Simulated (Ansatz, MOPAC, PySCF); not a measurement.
System: BeH, net charge 1, singlet state. SMILES: [BeH+]
Geometry: optimised at B3LYP-D3(BJ)/def2-TZVP (Ansatz, an electronic-structure program).

Unscaled harmonic wavenumbers (cm⁻¹) in rising order, each level at the stationary point that it reaches from this structure (no distance between atoms moves by over 0.3 Å); the order of modes can differ between levels, and a negative number is imaginary. B3LYP-D3(BJ)/def2-TZVP (PySCF, at the structure above): 2180.

PM6 (MOPAC): 2644. Zero-point energy 3.8 against 3.1 kcal/mol; where all levels lie over 400 cm⁻¹, the wavenumbers are on average 1.212 times those of B3LYP-D3(BJ)/def2-TZVP.

HF/3-21G (Ansatz): 2324. Zero-point energy 3.3 against 3.1 kcal/mol; where all levels lie over 400 cm⁻¹, the wavenumbers are on average 1.066 times those of B3LYP-D3(BJ)/def2-TZVP.

HF/6-31G* (Ansatz): 2348. Zero-point energy 3.4 against 3.1 kcal/mol; where all levels lie over 400 cm⁻¹, the wavenumbers are on average 1.077 times those of B3LYP-D3(BJ)/def2-TZVP.
